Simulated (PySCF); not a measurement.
## Partial charges of cyclopentanone

Species: cyclopentanone, C5H8O.
Z-matrix (Å and degrees, PBE0-D3(BJ)/def2-SVP geometry), rows numbered from 1:
```
O 
C   1  1.2020
C   2  1.5239  1  125.93
C   3  1.5258  2  104.95  1   168.32
C   4  1.5352  3  103.88  2    30.72
C   2  1.5239  1  125.97  3  -179.99
H   3  1.1051  2  106.58  1   -73.64
H   3  1.0994  2  110.91  1    42.18
H   4  1.1033  3  109.85  2   -86.45
H   4  1.0995  3  113.52  2   153.78
H   5  1.1033  4  109.63  3    78.90
H   5  1.0995  4  112.93  3  -161.86
H   6  1.0993  2  110.97  1    41.72
H   6  1.1052  2  106.52  1   -74.11
```

Density: PBE0/pcSseg-1 (PySCF); schemes: Mulliken, IAO, Hirshfeld and ESP-fitted. Isolated species at its PBE0-D3(BJ)/def2-SVP geometry (one conformer only).

Question: Atoms with like bonding are taken together and averaged. At which atom do the 4 schemes differ most?

Answer: At C2: from +0.170 (Hirshfeld) to +0.625 e (ESP-fitted), 0.455 e apart.

Question: For which atoms does the sign change between the 4 schemes (beyond +0.03 e in one, beyond −0.03 e in another)?

Answer: For none.

Question: What partial charge does each atom carry?

Answer: In e; atoms taken as equivalent share a row and are averaged (×n: the atom named and its like, n in all):

```
          atom                    environment  Mulliken     IAO  Hirshfeld  ESP-fitted
            O1                  ketone oxygen    -0.352  -0.409     -0.249      -0.536
            C2         ketone carbonyl carbon    +0.183  +0.392     +0.170      +0.625
         C3/C6  sp3 carbon next to a carbonyl    -0.235  -0.325     -0.079      -0.253
         C4/C5                ring CH2 carbon    -0.242  -0.259     -0.068      -0.049
 H7/H8/H13/H14             methylene hydrogen    +0.152  +0.160     +0.052      +0.089
H9/H10/H11/H12             methylene hydrogen    +0.129  +0.136     +0.040      +0.040
```

Mean size of the charges over all atoms: IAO 0.225 e, Mulliken 0.187 e, ESP-fitted 0.163 e, Hirshfeld 0.077 e. Each set sums to the total charge, 0, to within 0.001 e. The IAO scheme counts the electrons in orthogonalised intrinsic atomic orbitals, a minimal basis polarised so that it spans the occupied orbitals exactly. The ESP scheme is a least-squares fit of atom-centred charges to the potential on four shells outside the van der Waals surface, with the total charge fixed.

Question: Sum the charges by element, for elements with more than one atom.

Answer: 
| element | atoms | Mulliken | IAO | Hirshfeld | ESP-fitted |
| --- | --- | --- | --- | --- | --- |
| C | 5 | -0.772 | -0.774 | -0.123 | +0.021 |
| H | 8 | +1.125 | +1.183 | +0.372 | +0.516 |

Question: How many electrons does the Hirshfeld scheme count on C5?

Answer: Its own charge is -0.068 e, so Z − q = 6.068.

Question: How closely do the schemes follow one another over all atoms?

Answer: Correlation coefficient and root-mean-square difference: Mulliken with IAO 0.98, 0.068 e; IAO with Hirshfeld 0.94, 0.159 e; Hirshfeld with ESP-fitted 0.94, 0.160 e; Mulliken with Hirshfeld 0.91, 0.117 e; IAO with ESP-fitted 0.87, 0.127 e; Mulliken with ESP-fitted 0.77, 0.159 e.

The run behind these numbers computed NMR shieldings as well. The run took about 29 s of CPU time (one thread, shared machine).
